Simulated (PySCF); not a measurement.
Compound: C3H3ClF (doublet state).
Numbering: `[CH3:1]/[C:2]=[C:3](/[F:4])[Cl:5]` (hydrogens: H6, H7, H8 on C1)

Cartesian coordinates in Å at the GFN2-xTB level; atoms count from 1:
```xyz
8
C3H3ClF angstrom
C     -1.217   -0.017   -0.069
C      0.118    0.495    0.120
C      1.374    0.254    0.127
F      2.361    1.114    0.374
Cl     2.076   -1.375   -0.213
H     -1.760   -0.012    0.876
H     -1.187   -1.044   -0.449
H     -1.755    0.596   -0.792
```

Computed with PySCF, UKS B3LYP, pcH-1 on C Cl F H, non-relativistic, mean-field spin-orbit, GIAO. Geometry: GFN2-xTB; no solvent, vibrations or thermal averaging. A GFN2-xTB geometry isn't a minimum of the functional, and hyperfine couplings can be far from their values at a DFT geometry. Stability of the SCF solution: not tested.

Computed for the main isotopes (class means, splittings of 0.05 mT or more): g = 2.0024; F4 19F +111.3 MHz (3.97 mT); H6/H7/H8 1H +71.4 MHz (2.55 mT); Cl5 35Cl +18.1 MHz (0.64 mT); 32 first-order lines, 13.55 mT wide.

What changes when 35Cl at Cl5 is replaced by 37Cl?

Only the nuclear moment changes in this model. The ratio of g factors is 0.45608/0.54792 = 0.8324, so a goes from +18.1 to +15.0 MHz (0.537 mT). Both isotopes have I = 3/2, so the 1:1:1:1 quartet keeps its form. The spectrum then has 32 first-order lines over 13.22 mT.

What changes when 1H at H6/H7/H8 is replaced by 2H at all these sites?

At a fixed geometry a is proportional to g_N: 0.85744/5.58569 = 0.1535, so a goes from +71.4 to +11.0 MHz (0.391 mT). The spin goes from 1/2 to 1, so the 1:3:3:1 quartet becomes a 1:3:6:7:6:3:1 septet. The spectrum then has 56 first-order lines over 8.25 mT.

Give position and intensity of the satellites from 13C at C2.

a = +214.2 MHz, or 7.64 mT in magnitude, and I = 1/2, so to first order each main line has two satellites, at ±3.82 mT. The isotope's abundance is about 1.07 %, shared among 2 lines, so each has 0.54 % of the main line's intensity. At 340 mT second-order shifts move them to lower field by up to 0.04 mT.

Give position and intensity of the satellites from 13C at C3.

a = -8.1 MHz, or 0.29 mT in magnitude, and I = 1/2, so to first order each main line has two satellites, at ±0.14 mT. The isotope's abundance is about 1.07 %, shared among 2 lines, so each has 0.54 % of the main line's intensity.

Means are taken over nuclei equivalent by connectivity, which assumes that they swap fast. The three 1H nuclei of mean +71.4 MHz run from 21.0 to 147.5 MHz in the frozen geometry.

Main isotope only: 35Cl (natural samples also hold 24 % 37Cl, magnetic too, which adds its own pattern).
